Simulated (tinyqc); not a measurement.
Extended Hueckel theory, for CO+, step by step. The parameters take no account of the charge, which enters only through the electron count. Computed by tinyqc, a small Python program that keeps every step (integrals from PySCF). Settings: charge = 1, K = 1.5, multiplicity = 2. Command: `OMP_NUM_THREADS=1 python tinyqc.py 23441 23442 out.jsonl` (the two numbers bound the seeds that draw the settings). One thread of a shared host (Intel(R) Xeon(R) Processor @ 2.60GHz), about 0.01 s of CPU time with the checks.

## Overlaps

Geometry (angstrom):
```
atom         x         y         z
C     0.000000  0.000000  0.000000
O     0.000000  0.000000  1.317000
```

Parameters chosen for this run:
```
element  shell  Slater exponent   H_ii (eV)
C           2s         1.625000  -21.400000
C           2p         1.625000  -11.400000
O           2s         2.275000  -32.300000
O           2p         2.275000  -14.800000
```

Slater orbitals, each expanded in six Gaussians scaled to its exponent.

overlap S, lower triangle:
```
            1C 2s    1C 2px    1C 2py     1C 2pz     2O 2s    2O 2px    2O 2py    2O 2pz
1C 2s    1.000000
1C 2px   0.000000  1.000000
1C 2py   0.000000  0.000000  1.000000
1C 2pz   0.000000  0.000000  0.000000   1.000000
2O 2s    0.323661  0.000000  0.000000   0.411264  1.000000
2O 2px   0.000000  0.176382  0.000000   0.000000  0.000000  1.000000
2O 2py   0.000000  0.000000  0.176382   0.000000  0.000000  0.000000  1.000000
2O 2pz  -0.279195  0.000000  0.000000  -0.301812  0.000000  0.000000  0.000000  1.000000
```

## Wolfsberg-Helmholz matrix

diagonal H_ii (eV): 1C 2s -21.400000, 1C 2px -11.400000, 1C 2py -11.400000, 1C 2pz -11.400000, 2O 2s -32.300000, 2O 2px -14.800000, 2O 2py -14.800000, 2O 2pz -14.800000

K = 1.500000

H_ij = K' S_ij (H_ii + H_jj)/2 for i != j (the diagonal keeps H_ii), with K' = 1.5.

H (eV), lower triangle:
```
             1C 2s      1C 2px      1C 2py      1C 2pz       2O 2s      2O 2px      2O 2py      2O 2pz
1C 2s   -21.400000
1C 2px    0.000000  -11.400000
1C 2py    0.000000    0.000000  -11.400000
1C 2pz    0.000000    0.000000    0.000000  -11.400000
2O 2s   -13.035446    0.000000    0.000000  -13.479170  -32.300000
2O 2px    0.000000   -3.465912    0.000000    0.000000    0.000000  -14.800000
2O 2py    0.000000    0.000000   -3.465912    0.000000    0.000000    0.000000  -14.800000
2O 2pz    7.580155    0.000000    0.000000    5.930605    0.000000    0.000000    0.000000  -14.800000
```

## Orbitals

valence electrons = 9

Solve H C = S C e through S^(-1/2); fill by pairs from the bottom, a degenerate level sharing its electrons equally; each orbital has its largest coefficient positive (the first on a tie).

orbital energies (eV): -32.816835  -19.580230  -14.988399  -14.988399  -14.045468  -10.790964  -10.790964  2.871007

occupations: 2.000000  2.000000  2.000000  2.000000  1.000000  0.000000  0.000000  0.000000

coefficients:
```
             MO1        MO2        MO3       MO4        MO5        MO6        MO7        MO8
1C 2s   0.196720   0.834323   0.000000  0.000000   0.369077   0.000000   0.000000   0.675477
1C 2px  0.000000   0.000000  -0.128066  0.172988   0.000000  -0.639495   0.759493   0.000000
1C 2py  0.000000   0.000000   0.172988  0.128066   0.000000   0.759493   0.639495   0.000000
1C 2pz  0.002573  -0.226423   0.000000  0.000000  -0.448951   0.000000   0.000000   1.101607
2O 2s   0.918711  -0.342748   0.000000  0.000000   0.017798   0.000000   0.000000  -0.727368
2O 2px  0.000000   0.000000  -0.558914  0.754963   0.000000   0.249252  -0.296023   0.000000
2O 2py  0.000000   0.000000   0.754963  0.558914   0.000000  -0.296023  -0.249252   0.000000
2O 2pz  0.017842  -0.367875   0.000000  0.000000   0.783194   0.000000   0.000000   0.744123
```

sum of one-electron energies = -178.793196 eV

Within a degenerate level the vectors are fixed only up to a rotation; this is one choice.

## Mulliken analysis

P = C n C^T; charge = valence electrons (C 4, O 6) minus the sum of (P S)_ii on the atom; overlap population = 2 sum P_ij S_ij between two atoms.

charges: 1C 1.621112, 2O -0.621112

Overlap populations:
```
pair     value
2-1   0.567350
```
